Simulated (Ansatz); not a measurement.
Ideal-gas functions of `N[PH][AlH2]` at 400 K and 1 bar, from an Ansatz frequency run at PBE0-D4/def2-TZVP.

Molar mass 77.0 g/mol, point group C1 (symmetry number 1), electronic degeneracy 1, moments of inertia 30.94, 136.649, 162.368 u Å². Harmonic wavenumbers (cm⁻¹, unscaled): 133, 181, 252, 403, 435, 485, 516, 631, 760, 842, 910, 1009, 1608, 1912, 1926, 2306, 3579, 3675.

Use S(trans) = R[1.5 ln M + 2.5 ln T − 1.1517]; rotational temperatures θ = 24.2544 K / I; S(rot) = R[ln(√π/σ · √(T³/θAθBθC)) + 1.5]; for each mode x = 1.438777 ν̃/T, S = R[x/(eˣ − 1) − ln(1 − e⁻ˣ)] and H = RT x/(eˣ − 1); 1 cm⁻¹ = 0.0119627 kJ/mol; R = 8.31446 J/(mol·K).

Question: By hand: the entropy, in J/(mol·K).

Answer: Translation 169.1. Rotation: θ = 0.7839, 0.1775, 0.1494 K, giving 108.1. Vibration, mode by mode: 14.52, 12.03, 9.41, 5.92, 5.39, 4.67, 4.27, 3.08, 2.14, 1.69, 1.39, 1.05, 0.17, 0.07, 0.06, 0.02, 0.00, 0.00, in all 65.9. Electronic 0.0. Sum 343.1 J/(mol·K).

Question: By hand: H − E and G − E in kJ/mol, counted from the electronic energy.

Answer: Zero-point energy ½ × 21563 × 0.0119627 = 129.0; thermal vibration 15.1; translation, rotation and pV give 4 RT = 13.3. H − E = 157.4 kJ/mol, and G − E = 157.4 − 400 × 343.1/1000 = 20.2 kJ/mol.

Vibration gives 19 % of the entropy, 14.5 J/(mol·K) of it from the mode under 150 cm⁻¹: soft modes count most, and the harmonic formula is weakest for them. The sum counts one conformer and one mirror image; others add a mixing term.
